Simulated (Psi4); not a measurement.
# H2SO2 (SMILES O=[SH2]=O) at 6 levels

We compute a comparison of 6 runs (HF/STO-3G, HF/3-21G, r2SCAN/STO-3G, B3LYP/cc-pVTZ, MP2/6-311G**, EOM-CC2/6-31G**) of H2SO2. 

Program for the calculation: Psi4 1.11.

4 further runs of the same task are left out: 4 set aside as unsound or not needed.

### 1 The system as given

The species is H2SO2 (5 atoms), meant as a singlet with charge 0. As SMILES, `O=[SH2]=O`. The coordinates come from a GFN2-xTB relaxation.

Bond lengths: O1–S2 1.425 Å, S2–O3 1.425 Å, S2–H4 1.399 Å, S2–H5 1.399 Å. Angles: O1–S2–O3 121.4°, O1–S2–H4 107.9°, O1–S2–H5 107.9°, O3–S2–H4 107.9°, O3–S2–H5 107.9°, H4–S2–H5 102.1°.

### 2 Energy and forces at HF/STO-3G (run 1)

h2o2s.py reads:

```python
import psi4

psi4.set_memory('1600 MB')
psi4.set_num_threads(1)
psi4.set_output_file('run.log', False)

mol = psi4.geometry("""
0 1
O     -1.86400695     0.52122426     1.97183472
S      0.02537902    -0.02672073     0.13282885
O      2.39887503    -1.08901137     0.83291569
H     -1.05563881    -1.59147065    -1.70326685
H      0.49539170     2.18597849    -1.23431241
units bohr
symmetry c1
no_reorient
no_com
""")

psi4.set_options({
    'basis': 'STO-3G',
    'puream': True,
    'e_convergence': 1e-09,
    'd_convergence': 1e-08,
    'scf_type': 'pk',
})

E, wfn = psi4.gradient('hf', return_wfn=True)
psi4.oeprop(wfn, 'QUADRUPOLE', 'MAYER_INDICES', 'DIPOLE', title='HF')
print('gradient / Eh bohr^-1')
print(E.np.round(6))
print(f'energy = {wfn.energy():.10f} Eh')
```

Command:

```bash
python h2o2s.py
```

run.log:

```text
[...]
  Running in c1 symmetry.
[...]
  Nuclear repulsion =  128.453435959116547
[...]
  Multiplicity = 1
[...]
  Nalpha       = 17
  Nbeta        = 17
[...]
    Number of basis functions: 21
[...]
   @RHF iter   1:  -541.26963245181173   -3.48122e-01   2.75650e-02 ADIIS/DIIS
[...]
   @RHF iter  11:  -541.55897700283265   -5.68434e-13   5.11427e-09 DIIS
[...]
    Orbital Energies [Eh]
    ---------------------
    Doubly Occupied:
       1A    -91.234594     2A    -20.088212     3A    -20.088166
       4A     -9.082021     5A     -6.718510     6A     -6.715389
       7A     -6.713908     8A     -1.396127     9A     -1.252932
      10A     -0.893355    11A     -0.719061    12A     -0.571011
      13A     -0.488110    14A     -0.318199    15A     -0.306958
      16A     -0.306930    17A     -0.297167
[...]
  @RHF Final Energy:  -541.55897700283265
   => Energetics <=
    Nuclear Repulsion Energy =            128.4534359591165469
    One-Electron Energy =               -1005.6435310731728805
    Two-Electron Energy =                 335.6311181112237136
    Total Energy =                       -541.5589770028326484
[...]
  -Total Gradient:
     Atom            X                  Y                   Z
    ------   -----------------  -----------------  -----------------
       1        0.171275741392    -0.050169866621    -0.162658080108
       2        0.036694656512    -0.038833100774     0.192321716167
       3       -0.213686892151     0.095200473637    -0.059809018570
       4        0.000355360795    -0.009231611602     0.014274594327
       5        0.005361133452     0.003034105360     0.015870788182
[...]
```

Standard output:

```text
gradient / Eh bohr^-1
[[ 0.171276 -0.05017  -0.162658]
 [ 0.036695 -0.038833  0.192322]
 [-0.213687  0.0952   -0.059809]
 [ 0.000355 -0.009232  0.014275]
 [ 0.005361  0.003034  0.015871]]
energy = -541.5589770028 Eh
```

Wall time 1.1 s (1 thread of Intel Xeon 6975P-C (Granite Rapids), shared host); peak memory 0.18 GiB.

### 3 The energy at HF/3-21G (run 2)

run.py reads:

```python
import psi4

psi4.set_memory(1600000000)
psi4.set_num_threads(1)
psi4.core.set_output_file('psi4.out', False)

m = psi4.geometry("""
0 1
O     -0.986390     0.275820     1.043450
S      0.013430    -0.014140     0.070290
O      1.269430    -0.576280     0.440760
H     -0.558620    -0.842170    -0.901330
H      0.262150     1.156770    -0.653170
units angstrom
symmetry c1
""")

psi4.set_options({
    'basis': '3-21G',
    'puream': True,
    'e_convergence': 1e-09,
    'd_convergence': 1e-08,
    'scf_type': 'pk',
})

result, w = psi4.energy('scf', return_wfn=True)
print('E =', round(result, 9))
```

Command:

```bash
python run.py
```

psi4.out:

```text
[...]
  Running in c1 symmetry.
[...]
  Nuclear repulsion =  128.453435721943805
[...]
  Multiplicity = 1
[...]
  Nalpha       = 17
  Nbeta        = 17
[...]
    Number of basis functions: 35
[...]
   @RHF iter   1:  -545.06065656562930    5.78343e-01   1.89037e-02 DIIS/ADIIS
[...]
   @RHF iter  12:  -545.27732455430771   -1.59162e-12   2.20374e-09 DIIS
[...]
    Orbital Energies [Eh]
    ---------------------
    Doubly Occupied:
       1A    -91.603357     2A    -20.452565     3A    -20.452174
       4A     -9.200127     5A     -6.877284     6A     -6.873201
       7A     -6.871704     8A     -1.526865     9A     -1.389848
      10A     -0.981544    11A     -0.792430    12A     -0.700429
      13A     -0.631084    14A     -0.499258    15A     -0.482890
      16A     -0.474993    17A     -0.457728
[...]
  @RHF Final Energy:  -545.27732455430771
   => Energetics <=
    Nuclear Repulsion Energy =            128.4534357219438050
    One-Electron Energy =               -1006.9265597095352405
    Two-Electron Energy =                 333.1957994332837529
    Total Energy =                       -545.2773245543075973
[...]
 Multipole Moments:
 ------------------------------------------------------------------------------------
     Multipole            Electronic (a.u.)      Nuclear  (a.u.)        Total (a.u.)
 ------------------------------------------------------------------------------------
 L = 1.  Multiply by 2.5417464519 to convert [e a0] to [Debye]
 Dipole X            :          0.0842120           -0.4111230           -0.3269111
 Dipole Y            :         -0.0886823            0.4362153            0.3475330
 Dipole Z            :          0.4407549           -2.1556109           -1.7148560
 Magnitude           :                                                    1.7799947
[...]
```

On the terminal:

```text
E = -545.277324554
```

Wall time 1.1 s (1 thread of Intel Xeon 6975P-C (Granite Rapids), shared host); peak memory 0.18 GiB.

Runs 3 to 5 aren't shown in full; the table further down has their settings and results.

### 4 The vertical excitations at EOM-CC2/6-31G(d,p) (density fitting, Cartesian functions) (run 6)

h2o2s.in reads:

```
memory 1.6 GB

molecule {
  0 1
  O     -1.86400695     0.52122426     1.97183472
  S      0.02537902    -0.02672073     0.13282885
  O      2.39887503    -1.08901137     0.83291569
  H     -1.05563881    -1.59147065    -1.70326685
  H      0.49539170     2.18597849    -1.23431241
  units bohr
  symmetry c1
}

set basis 6-31G**
set scf_type df
set freeze_core true
set roots_per_irrep [1]

e, wfn = energy("eom-cc2", return_wfn=True)
```

Command:

```bash
psi4 -n 1 h2o2s.in h2o2s.out
```

h2o2s.out:

```text
[...]
  Running in c1 symmetry.
[...]
  Nuclear repulsion =  128.453435959116547
[...]
  Multiplicity = 1
[...]
  Nalpha       = 17
  Nbeta        = 17
[...]
    Number of basis functions: 59
[...]
   @DF-RHF iter   1:  -548.07518574118239    3.55745e-01   1.15042e-02 ADIIS/DIIS
[...]
   @DF-RHF iter  12:  -548.28058174741307    0.00000e+00   2.63091e-09 DIIS
[...]
  @DF-RHF Final Energy:  -548.28058174741307
   => Energetics <=
    Nuclear Repulsion Energy =            128.4534359591165469
    One-Electron Energy =               -1011.1214367171247659
    Two-Electron Energy =                 334.3874190105951811
    Total Energy =                       -548.2805817474130663
[...]
 Multipole Moments:
 ------------------------------------------------------------------------------------
     Multipole            Electronic (a.u.)      Nuclear  (a.u.)        Total (a.u.)
 ------------------------------------------------------------------------------------
 L = 1.  Multiply by 2.5417464519 to convert [e a0] to [Debye]
 Dipole X            :          0.1226897           -0.4111230           -0.2884333
 Dipole Y            :         -0.1296136            0.4362153            0.3066017
 Dipole Z            :          0.6426748           -2.1556109           -1.5129361
 Magnitude           :                                                    1.5704057
[...]
      * MP2 total energy                      = -548.791438404323685
[...]
                     Excitation Energy              Total Energy
[...]
```

Wall time 6.9 s (1 thread of Intel Xeon 6975P-C (Granite Rapids), shared host); peak memory 0.26 GiB.

### 5 Overview of the runs

```
run                                                   level      task         integration grid  energy (Eh)  dipole moment (D)  HOMO energy (eV)  LUMO energy (eV)  wall time
  1                                               HF/STO-3G  gradient                        –  -541.558977               3.51             -8.09              9.22      1.1 s
  2                                                HF/3-21G    energy                        –  -545.277325               4.52            -12.46              3.53      1.1 s
  3                                           r2SCAN/STO-3G    energy  99 radial × 590 angular  -542.873022               2.41             -2.57              4.03      6.3 s
  4                                           B3LYP/cc-pVTZ    energy  99 radial × 590 angular  -549.858850               3.29             -8.96             -0.78       16 s
  5                                            MP2/6-311G**    energy                        –  -548.896313                  –            -13.06              2.65        2 s
  6  EOM-CC2/6-31G** (density fitting, Cartesian functions)   excited                        –  -548.802913                  –            -12.95              4.19      6.9 s
```

### 6 What came out

```
                                    quantity          value
    run 6: ground-state or mean-field energy  -548.80291 Eh
  run 6: HOMO energy (Hartree–Fock orbitals)      -12.95 eV
  run 6: LUMO energy (Hartree–Fock orbitals)        4.19 eV
run 6: HOMO–LUMO gap (Hartree–Fock orbitals)       17.14 eV
                        run 6: T1 diagnostic          0.023
             run 6: lowest excitation energy        8.45 eV
```

Over runs 1, 2, 3, 4 the dipole moment (its size) runs from 2.41 D (r2SCAN/STO-3G) to 4.52 D (HF/3-21G). The two ends differ in method and basis. Over runs 1, 2, 3, 4 the HOMO–LUMO gap runs from 6.61 eV (r2SCAN/STO-3G) to 17.31 eV (HF/STO-3G). Exact exchange widens orbital gaps. Totals of different functionals can't be ranked against each other. In runs 1, 3 the basis is minimal, so the values are rough. All runs together took 33 s, the longest 16 s.
